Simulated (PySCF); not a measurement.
Match each property card to its molecule.

Structures:
1. `[CH3][In]([CH3])[I]`
2. `[CuH]`
3. `[O]=[Tc](=[O])(=[O])[Br]`
4. `C#CCCCC`

Card P (geometry PBE0-D3(BJ)/def2-SVP):
- Rotational constant B (linear): 233.807 GHz
- Static isotropic polarisability (wB97X-D/def2-SVPD): 32.5 au
- HOMO energy (wB97X-D/def2-SVPD): -8.26 eV
- Vertical ionisation energy (ΔSCF wB97X-D/def2-SVPD): 9.22 eV
- Lowest singlet excitation (TDDFT wB97X-D/def2-SVPD): 2.98 eV (416 nm, f = 0.044)
- Strongest line among the 10 lowest singlet transitions (TDDFT wB97X-D/def2-SVPD): S6/S7 at 5.15 eV (241 nm, f = 0.359 summed over these states)
- Dipole moment (wB97X-D/def2-SVPD): 3.25 D

Card Q (geometry PBE0-D3(BJ)/def2-TZVP):
- Rotational constants A, B, C: 7.510, 1.780, 1.544 GHz
- 13C chemical shifts (computed TMS as zero) by class (GIAO B97-2/pcSseg-2): 88.8 (1 C), 72.9 (1 C), 35.6 (1 C), 26.6 (1 C), 22.5 (1 C), 17.3 (1 C) ppm
- Point group: C1
- Dipole moment (B97-2/pcSseg-2): 0.78 D
- HOMO energy (B97-2/pcSseg-2): -7.38 eV

Card R (geometry PBE0-D3(BJ)/def2-SVP):
* Rotational constants A, B, C: 3.835, 0.857, 0.707 GHz
* Static isotropic polarisability (PBE0/def2-SVPD): 102.6 au
* HOMO energy (PBE0/def2-SVPD): -6.95 eV
* Lowest singlet excitation (TDDFT PBE0/def2-SVPD): 4.33 eV (286 nm, f = 0.000)
* Lowest triplet excitation (Tamm–Dancoff) (TDA PBE0/def2-SVPD): 4.23 eV

Card S (geometry PBE0-D3(BJ)/def2-SVP):
* Rotational constants A, B, C: 4.269, 1.260, 1.260 GHz
* Static isotropic polarisability (wB97X-D/def2-SVPD): 67.1 au
* Lowest triplet excitation (Tamm–Dancoff) (TDA wB97X-D/def2-SVPD): 3.58 eV
* Dipole moment (wB97X-D/def2-SVPD): 1.32 D
* Vertical ionisation energy (ΔSCF wB97X-D/def2-SVPD): 11.93 eV
* HOMO energy (wB97X-D/def2-SVPD): -11.49 eV
* Point group: C3v

Species are written as SMILES; each is one conformer at its optimised geometry, gas phase (atoms past krypton carry core potentials, spin–orbit coupling is left out). Electronic properties by PySCF. NMR classes are plain means over equivalent atoms (diastereotopic ones count apart unless rotation or inversion swaps them), as if these changed places fast.

Question: Which card belongs to which structure?

Answer: P = 2, Q = 4, R = 1, S = 3. What ties each card to its structure:
- 1 (card R), C2H6IIn, monoisotopic mass 271.9 u, 4 heavy atoms: an asymmetric top with C = 0.707 GHz, the lowest such constant on the cards; polarisability 102.6 au for 120 electrons.
- 2 (card P), CuH, monoisotopic mass 63.9 u, 1 heavy atom: a linear rotor with B = 233.807 GHz, the highest such constant on the cards; polarisability 32.5 au for 30 electrons; dipole 3.25 D.
- 3 (card S), BrO3Tc, monoisotopic mass 223.8 u, 5 heavy atoms: point group C3v; a prolate symmetric top with C = 1.260 GHz; polarisability 67.1 au for 102 electrons; dipole 1.32 D.
- 4 (card Q), C6H10, monoisotopic mass 82.1 u, 6 heavy atoms: 6 C in 6 classes; point group C1; the least shielded carbon (88.8 ppm) is an alkyne carbon; an asymmetric top with C = 1.544 GHz; dipole 0.78 D.
